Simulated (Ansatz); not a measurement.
# BH, singlet: the ladder up to full CI

Geometry: a point of a stretch scan, not a stationary point.

```tsv
atom	x (Å)	y (Å)	z (Å)
B	0.0000	0.0000	0.0000
H	0.0000	0.0000	1.3590
```

Basis cc-pVQZ; Ansatz 0.2.0. Correlated methods freeze the noble-gas cores, which leaves 4 electrons in 84 orbitals. Prefix R: restricted or restricted open-shell reference; prefix U: unrestricted. Active spaces: valence = (4e, 5o) chosen from the atoms' valence shells.

Full CI is exact within this basis and frozen core; it isn't the basis-set limit. The frozen core follows each run's orbitals, which can shift R against U totals by a few meV.

The UHF ⟨S²⟩ is 0.447, the T1 diagnostic (RCCSD) is 0.0147 and the largest doubles amplitude (RCCSD) is 0.091.

| level | E − E(full CI) (kJ/mol) | share of correlation (%) | wall time |
| --- | --- | --- | --- |
| RHF | 277.6 | 0.00 | – |
| RMP2 | 71.0 | 74.41 | – |
| RCCSD | 7.5 | 97.30 | – |
| RCCSD(T) | 1.4 | 99.50 | 0.87 s |
| BCCD(T) | 1.4 | 99.50 | 1.1 s |
| RCCSDT | 0.2 | 99.91 | – |
| RCCSDT(Q) | 0.0 | 99.98 | 9.5 s |
| CASSCF (valence space) | 123.5 | 55.50 | – |
| NEVPT2 (valence space) | 36.3 | 86.93 | 1.4 s |

The correlation energy at full CI, counted from RHF, is -2.877 eV. That run took 30 s on 1 thread of Arm Neoverse V2, shared host over 3,068,596 determinants.

Run but not shown, since their state, orbitals or frozen core can't be matched to the reference's or they repeat it: UHF, UMP2, UCCSD, UCCSD(T), UCCSDT, UCCSDT(Q).

Times hold each run's SCF and search for its determinant on a shared host, so for small cases they say little of a method's own cost; they ran on 1 thread of Arm Neoverse V2.

The full-CI state has the irrep A1 of C2v, in the program's axes (one component, if the state is degenerate).

Natural occupations of full CI about the gap: 1.948 1.856 0.063 0.063 0.031 0.009 0.007 0.007 0.007 0.002; effectively unpaired electrons, Σ n²(2−n)², 0.12.
